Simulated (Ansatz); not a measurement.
Relaxation of ClH4NSi (7 atoms, charge 0, multiplicity 1), to a largest force component of 0.03 eV/Å in at most 50 steps.

These are results of RKS PBE0-D4/cc-pVDZ in Ansatz, not measurements.

```xyz
7
Properties=species:S:1:pos:R:3:forces:R:3
Si 0.175 -0.011 0.270 1.57 -0.15 0.10
H 0.178 0.324 1.688 -0.97 0.28 0.71
N 1.933 -0.205 0.293 -0.57 -0.13 -0.79
H 2.447 -0.372 -0.570 -0.01 -0.01 -0.01
H 2.402 0.534 0.813 -0.01 0.01 0.01
Cl -0.638 1.533 -0.886 -0.01 0.01 0.00
H -0.510 -1.258 -0.161 -0.01 -0.01 0.00
```

Question: Where does it end, and by what steps?

Answer: The forces met the threshold. After 5 steps the energy has fallen by 0.233 eV; H2 moved furthest, 0.33 Å.

```
step  energy less start (eV)  largest force component (eV/Å)  accepted
   0                  0.0000                           1.566       yes
   1                 -0.1886                           0.724       yes
   2                 -0.2159                           0.181       yes
   3                 -0.2299                           0.131       yes
   4                 -0.2323                           0.056       yes
   5                 -0.2326                           0.011       yes
```

```xyz
7
Properties=species:S:1:pos:R:3
Si 0.237 -0.004 0.349
H -0.145 0.314 1.754
N 1.956 -0.177 0.279
H 2.357 -0.462 -0.611
H 2.514 0.579 0.670
Cl -0.550 1.554 -0.827
H -0.383 -1.257 -0.166
```

Whether the end is a true minimum wasn't checked by a vibrational analysis.

Run time: 19 s on 1 thread of Arm Neoverse V1, on a shared host, peak memory 0.14 GiB.
